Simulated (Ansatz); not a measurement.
## doublet HCl(+): levels of theory in one basis

```xyz
2

H    -0.0402    0.0249   -0.6482
Cl    0.0445   -0.0215    0.6568
```

Basis set: def2-SVP (spherical functions). Correlated methods keep 5 orbitals frozen. Correlation on ROHF uses semicanonical orbitals with singles. Charge 1, multiplicity 2.

Computed with Ansatz (development build ahead of 0.2.0); each method stands on the lowest determinant of its kind that the runs found.

```csv
method,E − E(ROHF) (eV),<S²> of the determinant
ROHF,0.00,–
UHF,-0.12,0.76
ROHF-MP2,-3.36,–
UHF-MP2,-3.34,0.76
ROHF-CCSD(T),-3.96,–
UHF-CCSD(T),-3.96,0.76
```

Problem. Is a single determinant a sound starting point here?

Solution. By this sign, yes. Unrestricted orbitals gain 0.12 eV and <S²> is 0.76 against 0.75 for a pure state.
